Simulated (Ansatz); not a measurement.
Results of PBEsol (Ansatz, a first-principles code, plane waves, PAW) for corundum Cr2O3.

Run with plane-wave cutoff 520 eV, 8×8×8 k mesh, Fermi–Dirac smearing 0.01 eV, spin-polarised with opposed moments, scalar-relativistic PAW data made under PBE.

Cell (measured lattice):

```cif
data_Cr4O6
_chemical_formula_sum 'Cr4 O6'
_space_group_name_H-M_alt 'P 1'
_space_group_IT_number 1
_cell_length_a 5.35334
_cell_length_b 5.35334
_cell_length_c 5.35334
_cell_angle_alpha 55.075
_cell_angle_beta 55.075
_cell_angle_gamma 55.075
loop_
_space_group_symop_operation_xyz
  'x, y, z'
loop_
_atom_site_label
_atom_site_type_symbol
_atom_site_fract_x
_atom_site_fract_y
_atom_site_fract_z
_atom_site_occupancy
Cr1 Cr 0.84502 0.84502 0.84502 1
Cr2 Cr 0.34502 0.34502 0.34502 1
Cr3 Cr 0.15498 0.15498 0.15498 1
Cr4 Cr 0.65498 0.65498 0.65498 1
O1 O 0.43876 0.06124 0.75000 1
O2 O 0.06124 0.75000 0.43876 1
O3 O 0.56124 0.93876 0.25000 1
O4 O 0.25000 0.56124 0.93876 1
O5 O 0.93876 0.25000 0.56124 1
O6 O 0.75000 0.43876 0.06124 1
```
Starting moments (μB, in the order of the record's atoms Cr Cr Cr Cr O O O O O O): -3.0 -3.0 3.0 3.0 0.0 0.0 0.0 0.0 0.0 0.0.

Question: Give the computed band gap, smallest direct gap on the k points sampled, direct gap at Γ and magnetic moment (largest site, within a sphere).

Answer: 
* **band gap**: 1.47 eV (indirect)
* **smallest direct gap on the k points sampled**: 1.51 eV
* **direct gap at Γ**: 1.77 eV
* **magnetic moment (largest site, within a sphere)**: 2.19 μB

Measured, for comparison: band gap 3.3 ± 0.1 eV (temperature not stated, no zero-point or thermal correction, middle of the range; as tabulated in Medasani et al. (2019), arXiv:1904.04625). Computed (rounded) less measured: band gap -1.83 eV.

Note: cell and atoms aren't relaxed at this level (pressure -6.5 GPa); without U or exact exchange, gaps and moments of open d shells tend to come out too small.

Moments are spin moments.

The computed numbers hold no vibrational or temperature effects.

Cost on a shared machine: about 2.2 core-minutes (a rough figure).
